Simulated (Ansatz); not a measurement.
We consider B20 (FeSi-type) FeSi, described by rVV10 (Ansatz, an electronic-structure program, PAW).

Run with plane-wave cutoff 520 eV, 8×8×8 k mesh, Fermi–Dirac smearing 0.01 eV, no spin polarisation, scalar-relativistic PAW data made under PBE.

Computed at the level's own relaxed cell.

Question: Estimate the volume per atom, bulk modulus B0 and pressure derivative B′ of the bulk modulus that the calculation returns.

Answer: 
* **volume per atom**: 11.09 Å³/atom
* **bulk modulus B0**: 214 GPa
* **pressure derivative B′ of the bulk modulus**: 4.9

Measured, for comparison: equilibrium volume per atom 11.26 Å³/atom (temperature not stated, not corrected to a static lattice; as tabulated in Wikipedia's data pages); bulk modulus 178 GPa (room temperature, not corrected to a static lattice, our sources range from 169 to 185; as tabulated in Study of the compressibility of FeSi, MnSi, and CoS2 (JETP Letters), abstract). Computed (rounded) less measured: equilibrium volume per atom -1.5 %, bulk modulus +20 % (+16 % to +27 % over the range). A static lattice is as a rule a little smaller and stiffer than an uncorrected measurement, which narrows the difference in the equilibrium volume per atom and would widen misses of the other sign.

Note: the bulk modulus comes from volumes at which shape and atoms were relaxed.

The computed numbers hold no vibrational or temperature effects.
